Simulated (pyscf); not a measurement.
7 gas-phase steps of one pattern: four-centre exchange on the singlet surface, Al–H + H–O or Al–H + H–S or B–H + H–O or Ga–H + H–O broken and Al–O + H–H or Al–S + H–H or B–O + H–H or Ga–O + H–H formed. Single points on ωB97X-D3(BJ)/def2-SVP structures (PySCF, gas phase). Electronic energies in kJ/mol, between the relaxed ends of the descent from the saddle (adducts or complexes of the species named), with the reactant end as zero; ΔE‡ and ΔE at ωB97X-D3(BJ)/def2-TZVP. Rows were drawn at random from the steps of this pattern with a verified saddle, stable references and a bound adduct at one end at least.

```tsv
row	step	ΔE	ΔE‡
1	H₂B–Cl (SMILES BCl) + H₂O (SMILES O) → HO–BH–Cl (SMILES OBCl) + H₂ (SMILES [H][H])	-72.9	115.0
2	H₂S (SMILES S) + AlH₃ (SMILES [AlH3]) → H₂Al–SH (SMILES [AlH2][SH]) + H₂ (SMILES [H][H])	-50.0	?
3	H₃C–AlH₂ (SMILES [CH3][AlH2]) + H₂O (SMILES O) → H₃C–AlH–OH (SMILES [CH3][AlH][OH]) + H₂ (SMILES [H][H])	-46.9	60.3
4	H₂N–GaH₂ (SMILES [NH2][GaH2]) + H₂O (SMILES O) → H₂N–GaH–OH (SMILES [NH2][GaH][OH]) + H₂ (SMILES [H][H])	-5.5	104.4
5	H₃C–GaH₂ (SMILES [CH3][GaH2]) + H₂O (SMILES O) → H₃C–GaH–OH (SMILES [CH3][GaH][OH]) + H₂ (SMILES [H][H])	-4.6	95.4
6	Cl–GaH₂ (SMILES [Cl][GaH2]) + H₂O (SMILES O) → HO–GaH–Cl (SMILES [OH][GaH][Cl]) + H₂ (SMILES [H][H])	+20.1	123.3
7	HO–GaH–OH (SMILES [OH][GaH][OH]) + H₂O (SMILES O) → HO–Ga(OH)–OH (SMILES [OH][Ga]([OH])[OH]) + H₂ (SMILES [H][H])	+25.0	131.3
```

Problem. Fit ΔE‡ = a + b·ΔE to the other rows and predict row 2.

Solution. Over the 6 complete rows the means are -14.1 (ΔE) and 105.0 (ΔE‡); least squares gives b = 0.33 and a = 109.6 kJ/mol, with residuals of 20.1 kJ/mol (root mean square; largest 33.8, row 3). For row 2: 109.6 + 0.33 × (-50.0) = 93.1 kJ/mol. The computed barrier is 62.4 kJ/mol, 30.7 under the line. The scatter is large against the spread of the barriers, so the line says little here. Each barrier is that of the saddle found. Elements up to Kr have no core potential and no relativistic terms here.
